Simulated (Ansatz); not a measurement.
For Ge (I4₁/amd, No. 141, 2 atoms in the cell; start mp-1061054; high-pressure phase), PBEsol in Ansatz (PAW) gives:

| Item | Result |
|---|---|
| lattice constant a | 5.126 Å |
| lattice parameter c | 2.794 Å |

### Question
What does r²SCAN-D4 (Ansatz, a quantum-chemistry and plane-wave program, plane waves, PAW) give for the same quantities?

### Answer

- lattice constant a: 5.126 Å (is nearly the same)
- lattice parameter c: 2.804 Å (goes up by 0.4 %)

Changes are worked out from the printed values.

Unless a cell is named, each level is at its own relaxed cell (PBEsol 18.35, r²SCAN-D4 18.42 Å³/atom).

Caveats: the relaxation could not lower the start's symmetry, so the cell can be a saddle point above a distorted one (PBEsol, r²SCAN-D4). Ansatz's density-functional and Hartree–Fock values are scalar-relativistic unless marked +SOC, with PAW data made under PBE.

A start named mp-… is a Materials Project structure, which need not be a measured phase.
